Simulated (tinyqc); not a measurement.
Worked calculation: coupled-perturbed Hartree-Fock on RHF in the sto-3g basis, for BH2+, spin multiplicity 1. One step of it, computed by the program tinyqc.

Question. Response to a field: uncoupled start. Field along z; U_ai = -mu_ai / (e_a - e_i), alpha = -4 sum U_ai mu_ai.

orbital energies (hartree): MO1 -7.926319, MO2 -0.948427, MO3 -0.790586, MO4 -0.240140, MO5 -0.157055, MO6 0.198952, MO7 0.249509

dipole integrals <a|z|i> (bohr):
```
           i1        i2         i3
a4   0.095618  0.888345   0.063641
a5   0.000000  0.000000   0.000000
a6  -0.065976  0.091473   0.336393
a7  -0.030338  0.087197  -0.685544
```

Give: uncoupled U; uncoupled polarisability.

Answer.

uncoupled U:
```
         i1       i2       i3
a4  -0.0124  -1.2542  -0.1156
a5   0.0000   0.0000   0.0000
a6   0.0081  -0.0797  -0.3399
a7   0.0037  -0.0728   0.6591
```

uncoupled polarisability = 6.8129 bohr^3
